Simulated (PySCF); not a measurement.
**FCI/STO-3G run of CH2F2 (difluoromethane)**

Aim: the vertical singlet–triplet gap of CH2F2 (difluoromethane) at FCI/STO-3G, from 2 runs. The job is set up through a Python script.

Program for the calculation: PySCF 2.14.0.

9 further runs of the same task are left out: 3 that didn't finish, 6 set aside as unsound or not needed.

### 1 The structure to begin with

CH2F2: 5 atoms, total charge 0, spin state singlet. As SMILES, `FCF`. The shape is that of a PBE0-D4/def2-TZVP optimisation.

Bond lengths: F1–C2 1.351 Å, C2–F3 1.351 Å, C2–H4 1.093 Å, C2–H5 1.094 Å. Angles: F1–C2–F3 108.6°, F1–C2–H4 108.8°, F1–C2–H5 108.8°, F3–C2–H4 108.8°, F3–C2–H5 108.8°, H4–C2–H5 113.0°.

### 2 The energy at FCI/STO-3G

File calc.py:

```python
from pyscf import gto, mcscf
from pyscf import fci

mol = gto.M(
    atom='''
F     -1.073300     0.191200     0.698300
C      0.010100    -0.016900    -0.082300
F      1.090500    -0.179200     0.713200
H     -0.142700    -0.932900    -0.659500
H      0.165300     0.864200    -0.711100
''',
    spin=0,
    verbose=4,
    max_memory=1860,
    basis='sto-3g',
)

calc0 = mol.RHF()
calc0.conv_tol = 1e-10
calc0.kernel()
if not calc0.converged:
    calc0 = calc0.newton().run(calc0.mo_coeff, calc0.mo_occ)

cas = mcscf.CASCI(calc0, calc0.mo_coeff.shape[-1] - 3, (mol.nelec[0] - 3, mol.nelec[1] - 3))  # full CI above the frozen core
cas.fcisolver = fci.direct_spin0.FCI(mol)  # even spin states alone
cas.kernel()
print('<S^2> = %.4f' % cas.fcisolver.spin_square(cas.ci, cas.ncas, cas.nelecas)[0])
e_tot = cas.e_tot
print('Final energy', e_tot)
```

On the command line:

```
OMP_NUM_THREADS=1 python calc.py
```

The log of the run:

```text
PySCF version 2.14.0

[INPUT] num. atoms = 5
[INPUT] num. electrons = 26
[INPUT] charge = 0
[INPUT] spin (= nelec alpha-beta = 2S) = 0
[INPUT] symmetry False subgroup None
[INPUT] Mole.unit = angstrom
[INPUT] Symbol           X                Y                Z      unit          X                Y                Z       unit  Magmom
[INPUT]  1 F     -1.073300000000   0.191200000000   0.698300000000 AA   -2.028243049496   0.361315635017   1.319595752784 Bohr   0.0
[INPUT]  2 C      0.010100000000  -0.016900000000  -0.082300000000 AA    0.019086233858  -0.031936371505  -0.155524460052 Bohr   0.0
[INPUT]  3 F      1.090500000000  -0.179200000000   0.713200000000 AA    2.060746338838  -0.338638921522   1.347752672040 Bohr   0.0
[INPUT]  4 H     -0.142700000000  -0.932900000000  -0.659500000000 AA   -0.269663917975  -1.762925501607  -1.246274379151 Bohr   0.0
[INPUT]  5 H      0.165300000000   0.864200000000  -0.711100000000 AA    0.312371728391   1.633101316849  -1.343784247178 Bohr   0.0

nuclear repulsion = 77.4682105673984
number of shells = 11
number of NR pGTOs = 51
number of NR cGTOs = 17
basis = sto-3g
ecp = {}

******** <class 'pyscf.scf.hf.RHF'> ********
method = RHF
initial guess = minao
damping factor = 0
level_shift factor = 0
DIIS = <class 'pyscf.scf.diis.CDIIS'>
diis_start_cycle = 1
diis_space = 8
diis_damp = 0
SCF conv_tol = 1e-10
SCF conv_tol_grad = None
SCF max_cycles = 50
direct_scf = True
direct_scf_tol = 1e-13
Set gradient conv threshold to 1e-05
Initial guess from minao.
init E= -234.793838201484
  HOMO = -0.354145300798347  LUMO = 0.413117578397216  gap/eV = 20.87829
cycle= 1 E= -234.500013447336  delta_E= 0.294  |g|= 0.557  |ddm|= 2.53
  HOMO = -0.362745218863394  LUMO = 0.519209794309793  gap/eV = 23.99922
cycle= 2 E= -234.617189125443  delta_E= -0.117  |g|= 0.142  |ddm|= 0.911
  HOMO = -0.399369147586032  LUMO = 0.593157727059899  gap/eV = 27.00803
cycle= 3 E= -234.623840838283  delta_E= -0.00665  |g|= 0.0332  |ddm|= 0.181
  HOMO = -0.408390664423751  LUMO = 0.591337822669711  gap/eV = 27.20400
cycle= 4 E= -234.624591633739  delta_E= -0.000751  |g|= 0.00386  |ddm|= 0.0882
  HOMO = -0.407696379325409  LUMO = 0.592045317050619  gap/eV = 27.20436
cycle= 5 E= -234.624601193399  delta_E= -9.56e-06  |g|= 0.000456  |ddm|= 0.0101
  HOMO = -0.407793109285016  LUMO = 0.592193246279672  gap/eV = 27.21101
cycle= 6 E= -234.62460130428  delta_E= -1.11e-07  |g|= 5.24e-05  |ddm|= 0.00103
  HOMO = -0.407799792923299  LUMO = 0.592145249952033  gap/eV = 27.20989
cycle= 7 E= -234.624601305997  delta_E= -1.72e-09  |g|= 1.45e-05  |ddm|= 0.000114
  HOMO = -0.407800061941107  LUMO = 0.592150832571787  gap/eV = 27.21005
cycle= 8 E= -234.624601306167  delta_E= -1.7e-10  |g|= 2e-06  |ddm|= 4.58e-05
  HOMO = -0.407799711343842  LUMO = 0.592149701115512  gap/eV = 27.21001
cycle= 9 E= -234.624601306169  delta_E= -2.1e-12  |g|= 2.32e-07  |ddm|= 5.68e-06
  HOMO = -0.407799778400479  LUMO = 0.592149733030582  gap/eV = 27.21001
Extra cycle  E= -234.624601306169  delta_E=    0  |g|= 7.65e-08  |ddm|= 4.14e-07
converged SCF energy = -234.624601306169

******** <class 'pyscf.mcscf.casci.CASCI'> ********
CAS (10e+10e, 14o), ncore = 3, nvir = 0
natorb = False
canonicalization = True
sorting_mo_energy = False
******** <class 'pyscf.fci.direct_spin0.FCISolver'> ********
max. cycles = 100
conv_tol = 1e-10
davidson only = False
linear dependence = 1e-14
level shift = 0.001
max iter space = 12
nroots = 1
pspace_size = 400
spin = None
Density matrix diagonal elements [1.9963455  1.99690783 1.98571515 1.98576969 1.98255525 1.97629413
 1.99744572 1.98740818 1.98308398 1.98703106 0.03589806 0.03210119
 0.02509546 0.0283488 ]
CASCI converged
CASCI E = -234.733957244399  E(CI) = -98.7780777129263  S^2 = 0.0000000
<S^2> = 0.0000
Final energy -234.73395724439877
```

It took 22 s on 1 thread of Arm Neoverse V1, shared host; peak memory 0.34 GiB.

### 3 The triplet, same level

File calc.py:

```python
from pyscf import gto, mcscf

mol = gto.M(
    atom='''
F     -1.073300     0.191200     0.698300
C      0.010100    -0.016900    -0.082300
F      1.090500    -0.179200     0.713200
H     -0.142700    -0.932900    -0.659500
H      0.165300     0.864200    -0.711100
''',
    charge=0,
    basis='sto-3g',
    verbose=3,
    max_memory=1860,
    spin=2,
)

myscf = mol.ROHF()
myscf.conv_tol = 1e-10
myscf.kernel()
if not myscf.converged:
    myscf = myscf.newton().run(myscf.mo_coeff, myscf.mo_occ)

cas = mcscf.CASCI(myscf, myscf.mo_coeff.shape[-1] - 3, (mol.nelec[0] - 3, mol.nelec[1] - 3))  # full CI above the frozen core
cas.fix_spin_(ss=2.0)
cas.kernel()
e_tot = cas.e_tot
print('E(%s) = %.9f' % ('FCI', e_tot))
```

On the command line:

```
OMP_NUM_THREADS=1 python calc.py
```

The log of the run:

```text
converged SCF energy = -234.07465218945
CASCI E = -234.289982097653  E(CI) = -98.3351459007910  S^2 = 2.0000000
E(FCI) = -234.289982098
```

Run time: 29 s. Hardware: 1 thread of Arm Neoverse V1, shared host; peak memory 0.28 GiB.

### 4 What came out

At FCI/STO-3G, 3 core orbitals frozen:

| quantity | value |
| --- | --- |
| singlet: total energy | -234.73396 Eh |
| singlet: dipole moment (Hartree–Fock density) | 1.27 D |
| singlet: HOMO energy (Hartree–Fock orbitals) | -11.10 eV |
| singlet: LUMO energy (Hartree–Fock orbitals) | 16.11 eV |
| singlet: HOMO–LUMO gap (Hartree–Fock orbitals) | 27.21 eV |
| singlet: correlation energy (3 core orbitals frozen) | -109.4 mEh |
| triplet: total energy | -234.28998 Eh |
| triplet: dipole moment (Hartree–Fock density) | 1.41 D |
| triplet: correlation energy (3 core orbitals frozen) | -215.3 mEh |
| vertical energy of the triplet above the singlet | 12.081 eV |

**Reading.** At this shape the triplet lies 12.08 eV (279 kcal/mol) above the singlet. In a minimal basis such a difference can be off by several eV, whatever the method. Mulliken charges (singlet) of the mean-field density run from -0.16 on F1 to +0.18 on C2; they depend strongly on the basis. Mulliken charges (triplet) of the mean-field density run from -0.07 on F3 to +0.07 on H4; they depend strongly on the basis.
